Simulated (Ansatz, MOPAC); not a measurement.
Reaction (SMILES): C[SiH2]O[SiH2]C [methyl(methylsilyloxy)silane] → C[SiH2] (CH5Si) + C[SiH2][O] (the O-Si bond breaks)

Wanted: bond dissociation energy (enthalpy at 298 K), in kcal/mol. Set-up: non-relativistic; valence correlation only; no spin-orbit coupling; no dispersion term unless named; UHF or UKS for open shells; six Cartesian d functions in 6-31G* and its kin unless marked 5d. CBS marks a two-point X^-3 extrapolation of the correlation energy; Hartree-Fock from the larger set. The bracket is a focal-point correction in the basis named. First-principles rows: single points at B3LYP-D3(BJ) geometries (Ansatz, a first-principles code), with unscaled harmonic terms from B3LYP/6-31G* (Ansatz) at its own minima. Semi-empirical rows: MOPAC heats of formation at their own minima for 298 K.

```csv
species,coefficient,"E at HF/6-31G* (Ansatz), Eh","E at wB97X-V/def2-TZVPD (Ansatz), Eh","H(298 K) - E, kcal/mol","heat of formation at MNDO (MOPAC), kcal/mol"
C[SiH2]O[SiH2]C,-1,-734.35900,-736.49422,77.65,-140.02
C[SiH2] (CH5Si),+1,-329.65163,-330.51564,35.58,17.93
C[SiH2][O],+1,-404.54685,-405.76520,38.64,-27.07
```

Coupled cluster (Ansatz) is a level with limits of its own, used here on species with T1 under 0.025 (0.045 for open shells) and stable references: RI-MP2/CBS(cc-pV(T+d)Z,cc-pV(Q+d)Z)+[CCSD(T)-MP2]/cc-pV(T+d)Z. Value to compare with, RI-MP2/CBS(cc-pV(T+d)Z,cc-pV(Q+d)Z)+[CCSD(T)-MP2]/cc-pV(T+d)Z (Ansatz): 134.4 kcal/mol. 1 Eh = 627.5095 kcal/mol.

**Question.** Work the quantity out at each level, and compare with RI-MP2/CBS(cc-pV(T+d)Z,cc-pV(Q+d)Z)+[CCSD(T)-MP2]/cc-pV(T+d)Z (Ansatz).

**Answer.** 
- HF/6-31G*: the sum of coefficient times E is 0.16052 Eh, or 100.73 kcal/mol; the thermal terms add -3.43. Result: 97.3 kcal/mol. Its difference against RI-MP2/CBS(cc-pV(T+d)Z,cc-pV(Q+d)Z)+[CCSD(T)-MP2]/cc-pV(T+d)Z (Ansatz) is -37.1 kcal/mol.
- wB97X-V/def2-TZVPD: the sum of coefficient times E is 0.21338 Eh, or 133.90 kcal/mol; the thermal terms add -3.43. Result: 130.5 kcal/mol. Its difference against RI-MP2/CBS(cc-pV(T+d)Z,cc-pV(Q+d)Z)+[CCSD(T)-MP2]/cc-pV(T+d)Z (Ansatz) is -3.9 kcal/mol.
- MNDO: the sum of coefficient times heat of formation is 130.88 kcal/mol; it needs no thermal term. Its difference against RI-MP2/CBS(cc-pV(T+d)Z,cc-pV(Q+d)Z)+[CCSD(T)-MP2]/cc-pV(T+d)Z (Ansatz) is -3.5 kcal/mol.
